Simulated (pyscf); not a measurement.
HO–AlH₂ + HF -> HO–AlH₂ + HF (four-centre exchange; singlet surface; H–O, F–H broken, H–O, F–H formed). PySCF, gas phase, ωB97X-D3(BJ)/def2-SVP geometries. Correlated levels are frozen-core, on RHF or UHF. ΔMP2 is the change of the MP2 total energy from the triple- to the quadruple-zeta basis. Energies in kcal/mol from the separated reactants.

```tsv
level	barrier	reaction energy
ωB97X-D3(BJ)/def2-TZVP	31.1	0.0
M06-2X/def2-TZVP	30.3	0.0
HF/def2-TZVP	48.2	0.0
MP2/def2-QZVPP	32.4	0.0
CCSD/def2-TZVPP	…	0.0
CCSD(T)/def2-TZVPP	34.2	0.0
CCSD(T)/def2-TZVPP + ΔMP2(QZVPP)	…	0.0
```

Question: What belongs in the gaps?

Answer: 
- CCSD/def2-TZVPP, barrier: 36.8
- CCSD(T)/def2-TZVPP + ΔMP2(QZVPP), barrier: 34.1

On the reactant side the descent ends in a bound adduct, 10.0 kcal/mol under the separated species and 41.2 kcal/mol under the saddle at ωB97X-D3(BJ)/def2-TZVP. On the product side the descent ends in a bound adduct, 10.1 kcal/mol under the separated species and 41.2 kcal/mol under the saddle at ωB97X-D3(BJ)/def2-TZVP. One saddle was located; it need not be the lowest between these sides. The CCSD(T) − MP2 part came from Ansatz, without density fitting, on the same reference.
